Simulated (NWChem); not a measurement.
Molecule: C₂H₃, doublet; SMILES [CH]=C

Program: NWChem. Pople sets run with spherical d functions. Spin-unrestricted. In the optimisation the excess spin sits in a' (Cs, its own frame). Structure relaxed at the PBE0/def2-SVP, spin-unrestricted level. No stability test was run on the SCF state. Gas-phase geometry, NWChem's default radii.

COSMO at M05-2X/6-31G* gives an electrostatic solvation energy of -0.64 kcal/mol for ε = 1.5. Its surface charges are scaled by f = (ε − 1)/ε.

Estimate the value for ε = 78.4 from the scaling alone and compare it with a run.


1. f = 0.3333 and 0.9872; their ratio is 2.962.
2. With a rigid solute density the energy is proportional to f: -0.64 × 2.962 = -1.90 kcal/mol.
3. The run gives -2.03 kcal/mol, 0.13 lower; the difference is the response of the solute's density to the stronger field.
